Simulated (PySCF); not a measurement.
Unknown: peak-picked proton spectrum

Formula C$_{4}$H$_{6}$O. The spectrum was simulated from the full spin Hamiltonian at 600 MHz with 1.2 Hz Lorentzian lines, from shifts rounded to 0.01 ppm and J to 0.1 Hz, couplings under 1 Hz left out.

```
region  integral (H)    ppm      Hz  height
     1             1  8.736  5241.6     100
     1                8.724  5234.5     100
     2             1  1.640   984.0       6
     2                1.631   978.9      13
     2                1.628   976.9       8
     2                1.625   974.8      15
     2                1.620   971.8      15
     2                1.616   969.7      27
     2                1.613   967.7      17
     2                1.611   966.8      14
     2                1.609   965.6      14
     2                1.608   964.6      18
     2                1.604   962.6      27
     2                1.601   960.5      17
     2                1.596   957.6      16
     2                1.592   955.4      10
     2                1.589   953.4      14
     2                1.581   948.3       7
     3             2  1.045   626.9       2
     3                1.029   617.5       2
     3                1.021   612.6      13
     3                1.019   611.4      15
     3                1.007   604.4      71
     3                1.004   602.4      46
     3                0.998   598.8      28
     3                0.996   597.4      53
     3                0.993   595.6      61
     3                0.989   593.4      33
     3                0.983   589.6      20
     3                0.981   588.4      17
     3                0.970   582.2       5
     3                0.955   573.2       4
     4             2  0.901   540.9       4
     4                0.892   535.5       5
     4                0.876   525.5      18
     4                0.874   524.3      21
     4                0.868   520.6      49
     4                0.865   518.8      79
     4                0.861   516.5      49
     4                0.859   515.6      45
     4                0.856   513.4      65
     4                0.854   512.2      58
     4                0.844   506.7      15
     4                0.842   505.2      12
     4                0.827   496.2       2
     4                0.819   491.4       2
```

$^{13}$C{$^{1}$H} NMR (computed): δ 204.5 (CH), 25.7 (CH), 6.9 (CH2).

- NMR shieldings at PBE0/pcSseg-1/GIAO
- GFN2-xTB geometry
- B3LYP/pcJ-1 coupling constants (without the spin–dipole term)
- run in PySCF 2.14.0 with density-fitted response routines
- no solvent model, one computed conformer, relativity neglected, fast rotation and ring inversion assumed for equivalent nuclei

Referencing at the same level of theory: $^{1}$H and $^{13}$C vs TMS.

Task: Analyse the multiplets.

Result: $^{1}$H NMR (600 MHz, computed): δ 8.73 (d, J = 7.1 Hz, 1H), 1.61 (tdt, J = 9.2, 7.1, 5.1 Hz, 1H), 1.00 (m, 2H), 0.86 (m, 2H). These are first-order names from the parameters used; overlap and second-order distortion can hide them in the list.

Task: What is the compound?

Result: SMILES C1(C=O)CC1.

Atoms are numbered as in `[O:1]=[CH:2][CH:3]1[CH2:4][CH2:5]1` (H(Xn): hydrogen on atom n). Ha(C4), Ha(C5) are cis to C2 on the ring; Hb(C4), Hb(C5) are trans to C2 on the ring.

- δ 8.73: H(C2), hydrogen on an aldehyde carbonyl carbon, coupled to H(C3) (7.1 Hz).
- δ 1.61: H(C3), hydrogen on a three-membered-ring carbon, coupled to Hb(C4)/Hb(C5) (9.2 Hz), H(C2) (7.1 Hz), Ha(C4)/Ha(C5) (5.1 Hz).
- δ 1.00: Hb(C4)/Hb(C5), hydrogen on a three-membered-ring carbon, coupled to H(C3) (9.2 Hz), Ha(C4)/Ha(C5) (7.4 Hz), Ha(C4)/Ha(C5) (6.4 Hz).
- δ 0.86: Ha(C4)/Ha(C5), hydrogen on a three-membered-ring carbon, coupled to Hb(C4)/Hb(C5) (7.4 Hz), Hb(C4)/Hb(C5) (6.4 Hz), H(C3) (5.1 Hz).

The shifts were computed for this structure.

Splittings below 1 Hz are ignored in the labels, and close J values are merged. Couplings among chemically equivalent protons are left out too, so labels in AA′BB′ or AA′XX′ sets are apparent multiplicities. Unscaled 3J(H,H) at this level run about 10 % above measured values. Shifts are as computed. Against solution values, carbons near 30 ppm lie about +3 ppm off and those near 130 ppm about +5 ppm. Of 1211 compounds with measured shifts, 218 miss one by over three times the rms of a fit or turn the order of signals round; such compounds aren't used in these exercises. Couplings across =CH–CH2 type bonds come from one rotamer and its mirror image, and can be 1–2 Hz further off. 3J across rotatable bonds or in flexible rings reflects this conformer alone.
